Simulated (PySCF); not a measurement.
Species: 1-chloro-1-fluoroallene, C3H2ClF.
Numbering: `[CH2:1]=[C:2]=[C:3]([F:4])[Cl:5]` (hydrogens: H6, H7 on C1)

The same species was optimised twice, with GFN2-xTB and with PBE0-D3(BJ)/def2-SVP (PySCF), and the same property calculations (PySCF, gas phase) were run on both structures.

```json
{"coordinate": "C3–F4 (Å)", "GFN2-xTB": "1.344", "PBE0-D3(BJ)/def2-SVP": "1.324", "change": "-0.020"}
{"coordinate": "C1–H6 (Å)", "GFN2-xTB": "1.079", "PBE0-D3(BJ)/def2-SVP": "1.097", "change": "+0.018"}
{"coordinate": "C1–H7 (Å)", "GFN2-xTB": "1.079", "PBE0-D3(BJ)/def2-SVP": "1.097", "change": "+0.018"}
{"coordinate": "C1=C2 (Å)", "GFN2-xTB": "1.294", "PBE0-D3(BJ)/def2-SVP": "1.307", "change": "+0.013"}
{"coordinate": "C3–Cl5 (Å)", "GFN2-xTB": "1.731", "PBE0-D3(BJ)/def2-SVP": "1.720", "change": "-0.011"}
{"coordinate": "C2=C3 (Å)", "GFN2-xTB": "1.297", "PBE0-D3(BJ)/def2-SVP": "1.307", "change": "+0.010"}
{"coordinate": "C1–C2–C3 (°)", "GFN2-xTB": "178.3", "PBE0-D3(BJ)/def2-SVP": "179.1", "change": "+0.8"}
{"coordinate": "C2–C3–Cl5 (°)", "GFN2-xTB": "124.0", "PBE0-D3(BJ)/def2-SVP": "123.5", "change": "-0.5"}
{"coordinate": "C2–C3–F4 (°)", "GFN2-xTB": "123.3", "PBE0-D3(BJ)/def2-SVP": "123.7", "change": "+0.4"}
{"coordinate": "H6–C1–H7 (°)", "GFN2-xTB": "116.7", "PBE0-D3(BJ)/def2-SVP": "117.1", "change": "+0.4"}
{"coordinate": "C2–C1–H7 (°)", "GFN2-xTB": "121.7", "PBE0-D3(BJ)/def2-SVP": "121.4", "change": "-0.3"}
{"coordinate": "C2–C1–H6 (°)", "GFN2-xTB": "121.6", "PBE0-D3(BJ)/def2-SVP": "121.5", "change": "-0.1"}
{"coordinate": "F4–C3–Cl5 (°)", "GFN2-xTB": "112.6", "PBE0-D3(BJ)/def2-SVP": "112.7", "change": "+0.1"}
```

Rotational constants: A = 6645, B = 2846, C = 2020 MHz (GFN2-xTB) against A = 6745, B = 2831, C = 2022 MHz (PBE0-D3(BJ)/def2-SVP). Point groups within 0.08 Å: Cs and Cs.

On the GFN2-xTB structure: HOMO (eV) -7.51 [PBE0/pcSseg-1]; LUMO (eV) -1.20 [PBE0/pcSseg-1]; dipole (D) 2.15 [PBE0/pcSseg-1]; GIAO shielding of C1 (ppm) 84.1 [PBE0/pcSseg-1]; GIAO shielding of C2 (ppm) -23.9 [PBE0/pcSseg-1]; GIAO shielding of C3 (ppm) 34.7 [PBE0/pcSseg-1]; GIAO shielding of F4 (ppm) 279.9 [PBE0/pcSseg-1]; GIAO shielding of Cl5 (ppm) 684.6 [PBE0/pcSseg-1].

Task: What do these properties become on the PBE0-D3(BJ)/def2-SVP structure?

Result: 
```
                                    property          level  on GFN2-xTB  on PBE0-D3(BJ)/def2-SVP  change
                                   HOMO (eV)  PBE0/pcSseg-1        -7.51                    -7.43   +0.08
                                   LUMO (eV)  PBE0/pcSseg-1        -1.20                    -1.15   +0.05
                                  dipole (D)  PBE0/pcSseg-1         2.15                     2.00   -0.15
energy, GFN2-xTB geometry as zero (kcal/mol)  PBE0/pcSseg-1          0.0                     -0.1    -0.1
                  GIAO shielding of C1 (ppm)  PBE0/pcSseg-1         84.1                     82.0    -2.1
                  GIAO shielding of C2 (ppm)  PBE0/pcSseg-1        -23.9                    -27.9    -4.0
                  GIAO shielding of C3 (ppm)  PBE0/pcSseg-1         34.7                     36.7    +2.0
                  GIAO shielding of F4 (ppm)  PBE0/pcSseg-1        279.9                    283.4    +3.5
                 GIAO shielding of Cl5 (ppm)  PBE0/pcSseg-1        684.6                    691.7    +7.1
```

The heavy atoms differ by 0.011 Å rms after alignment. Among all bonds C3–F4 changes most (-0.020 Å). Changes are differences of the printed values. Neither structure is proved a minimum here.
